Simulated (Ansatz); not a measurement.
Mulliken charges of CH5Si (`[CH2][SiH3]`) radical from ωB97M-V/def2-TZVPP in Ansatz (PBE0-D4/def2-TZVP geometry).

```csv
atom,x (Å),y (Å),z (Å),charge (e)
C1,-0.173,-1.103,0.047,-0.379
Si2,0.132,0.710,-0.029,0.215
H3,-1.139,-1.522,0.308,0.133
H4,0.588,-1.835,-0.204,0.133
H5,-0.191,1.257,-1.379,-0.033
H6,-0.720,1.420,0.962,-0.034
H7,1.563,1.006,0.248,-0.034
```

Problem. By hand: the dipole of these point charges (1 e Å = 4.8032 D).

Solution. Σ q r = (-0.002, 0.000, -0.006) e Å, of length 0.006 e Å = 0.03 D.

Problem. How does the dipole of the full density compare? (Best estimate.)

Solution. The calculation gave: (-0.026, -0.146, 0.000) e Å, 0.71 D; the point charges give 0.04 times that, at 87° from its direction.

Point charges leave out the atoms' own dipoles, such as those of lone pairs, and Mulliken's split depends on the basis, so the two needn't agree.
